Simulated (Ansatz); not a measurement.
Compare A (`CC1O/C1=C/F`) with its isomer B (`COC1=C(F)C1`).

Calculated with Ansatz (gas phase, PBE0-D4/def2-TZVP geometries, no zero-point term in ΔE). CCSD(T)/CBS is the MP2 limit (def2-TZVPP, def2-QZVPP) plus CCSD(T) − MP2 in def2-TZVPP, frozen cores. Functionals use def2-TZVPP. B3LYP here is the variant with VWN-RPA as its local correlation; programs differ in this. Each species was taken in one conformer, which may not be the lowest.

A:

```xyz
11

C     1.3564    0.6552   -0.6348
C     0.2405    0.6829    0.3555
O    -1.0874    1.0416   -0.1611
C    -0.8687   -0.2137    0.2919
C    -1.5287   -1.3411    0.4148
F    -0.9336   -2.4300    0.9319
H     1.7090    1.6675   -0.8440
H     1.0326    0.1890   -1.5654
H     2.1931    0.0809   -0.2296
H     0.4474    1.1554    1.3137
H    -2.5607   -1.4877    0.1272
```

B:

```xyz
11

C    -1.0475    0.3995    1.4447
O    -1.0401    0.7806    0.0748
C    -0.0155    0.3180   -0.6197
C     0.7604    0.3178   -1.6388
F     1.1289    0.8087   -2.7991
C     0.9664   -0.8416   -0.7375
H    -2.0132    0.7053    1.8419
H    -0.2479    0.9075    1.9909
H    -0.9301   -0.6820    1.5474
H     1.8386   -0.8800   -0.0784
H     0.5999   -1.8337   -1.0262
```

**Question.** Which isomer does CCSD(T)/CBS put lower? Give the gap. (Best estimate.)

**Answer.** Ansatz gave: A, by 29.2 kcal/mol.

**Question.** Give E(B) − E(A) in kcal/mol with PBE-D4, MP2/def2-TZVPP, r2SCAN-D4, CCSD(T)/def2-TZVPP, B3LYP-D4, B2PLYP, B3LYP. (Estimate.)

**Answer.** Computed: PBE-D4 28.7, MP2/def2-TZVPP 28.0, r2SCAN-D4 29.9, CCSD(T)/def2-TZVPP 29.0, B3LYP-D4 29.1, B2PLYP 28.9, B3LYP 29.1. None reverses the order clearly.

Largest T1 diagnostic: 0.013.
